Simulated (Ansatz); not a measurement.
HCN, singlet: the ladder up to full CI

Geometry: a PBE0/def2-TZVP stationary point for this spin, not checked as a minimum.

```xyz
3

N     0.0000    0.0000    1.1200
C     0.0000    0.0000   -0.0256
H     0.0000    0.0000   -1.0944
```

Basis 6-31G; Ansatz 0.2.0. Only valence electrons are correlated (noble-gas cores frozen), which leaves 10 electrons in 18 orbitals. R marks a restricted (for open shells ROHF) determinant. Active spaces: valence = (10e, 9o) chosen from the atoms' valence shells; pair = (2e, 2o) about the gap.

Full CI is exact within this basis and frozen core; it isn't the basis-set limit.

* UHF ⟨S²⟩: 0.000
* T1 diagnostic (RCCSD): 0.0130
* largest doubles amplitude (RCCSD): 0.113

From what is known of these methods and the diagnostics, rank them by the size of their error in total energy against full CI in 6-31G, smallest first (an estimate: the text doesn't fix the numbers).
A. NEVPT2 (pair space)
B. CASSCF (pair space)
C. CISDTQ
D. MRCISD (valence space)
E. CISD

C (0.89 kcal/mol), D (1.27 kcal/mol), A (8.39 kcal/mol), E (14.67 kcal/mol), B (118.88 kcal/mol).

All errors are against full CI in 6-31G. Within each family the higher level lies nearer, as is usual though not guaranteed.

The full-CI state has the irrep A1 of C2v, in the program's axes (one component, if the state is degenerate).

Natural occupations of full CI about the gap: 1.984 1.971 1.970 1.922 1.922 0.074 0.074 0.029 0.014 0.013; effectively unpaired electrons, Σ n²(2−n)², 0.10.
